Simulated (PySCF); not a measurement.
**CF⁺: frontier orbitals**

r²SCAN at R = 1.165 Å; PySCF, no relativity, basis sets C aug-cc-pVDZ, F aug-cc-pVDZ. State: ¹Σ⁺ (singlet), closed shell. Only the outer orbitals are listed, counted within each symmetry.

| orbital | occ. | ε (eV) | on C (%) | main shells (%) |
| --- | --- | --- | --- | --- |
| 3σ | 2 | -48.53 | 18 | 77 F s, 9 C s |
| 4σ | 2 | -29.57 | 24 | 57 F p, 20 C s, 19 F s |
| 1π | 2 | -25.82 | 14 | 86 F p, 13 C p |
| 1π | 2 | -25.82 | 14 | 86 F p, 13 C p |
| 5σ | 2 | -20.68 | 93 | 65 C s, 28 C p |
| 2π | 0 | -13.75 | 87 | 87 C p, 12 F p |
| 2π | 0 | -13.75 | 87 | 87 C p, 12 F p |

Question: Which are the highest filled and the lowest empty level, where do they sit, and how wide is the gap?

Answer: Highest filled 5σ at -20.68 eV (in %: 65 C s, 28 C p); lowest empty 2π at -13.75 eV (in %: 87 C p, 12 F p); the gap at r²SCAN is 6.93 eV.

* bond order (Mayer): 1.63
* ⟨S²⟩: 0.000
* charge on C (Mulliken, basis-dependent): 0.72
* charge on C (Löwdin, basis-dependent): 0.89
* dipole moment (positive dipole points towards F; it is taken about the centre of mass and depends on that origin): -1.00 D
